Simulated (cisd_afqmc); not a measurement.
Input (AFQMC/CISD/aug-cc-pVTZ; cisd_afqmc is a phaseless AFQMC code with CISD trial states that reads the integrals written by Ansatz):

Ansatz 0.2 input:
```python
import cisd_afqmc

open("ham.yaml", "w").write("""\
crystal:
  periodic: [false, false, false]
  atoms:
    - {symbol: C, position_ang: [0.00000000, 0.00000000, 0.66559300]}
    - {symbol: C, position_ang: [0.00000000, -0.00000000, -0.66559300]}
    - {symbol: H, position_ang: [0.00000000, 0.92149500, 1.23166800]}
    - {symbol: H, position_ang: [0.00000000, -0.92149500, 1.23166800]}
    - {symbol: H, position_ang: [0.00000000, 0.92149500, -1.23166800]}
    - {symbol: H, position_ang: [0.00000000, -0.92149500, -1.23166800]}
basis:
  gaussian:
    orbitals: aug-cc-pVTZ
magnetization: {spin_polarized: false}
correlation: {method: ccsd, electrons: outside_noble_gas, hamiltonian_folder: ham}
""")
rep = cisd_afqmc.ansatz("ham.yaml")
e_ccsd = rep["correlation"]["coupled_cluster"]["energy"]["hartree"]
out = cisd_afqmc.run("ham", e_ccsd, trial="CISD", walkers=1000, populations=1, threads=12, dt=0.005, steps=40, early=24, settle=10, least=100,
    cut=5e-5, rank_cut=2e-4, target=0.0004, seconds=1000, seed=4, memory=62639, gpu=True)
```

Output:

```
orbitals 182, occupied [6], factors 838 of 1034, rank of the doubles 285 of 1056
E(HF) = -78.064765
E(CCSD) on the cut factors = -78.428214, shift to the whole factors -0.000011
Energy of the trial state on the determinant = -78.428179
  tau behind 7.2 of longer steps, mean of the populations' last blocks
   2.0  -78.44399
   4.0  -78.44447
   6.0  -78.44308
   8.0  -78.44320
  10.0  -78.44291
  12.0  -78.44367
  14.0  -78.44361
  16.0  -78.44504
  18.0  -78.44370
  20.0  -78.44521
  22.0  -78.44387
blocks 100 (0 outliers left out), error by blocks joined: 1: 0.00015, 2: 0.00018, 4: 0.00023, 8: 0.00027
E(AFQMC/CISD) = -78.44387 +/- 0.00027
```
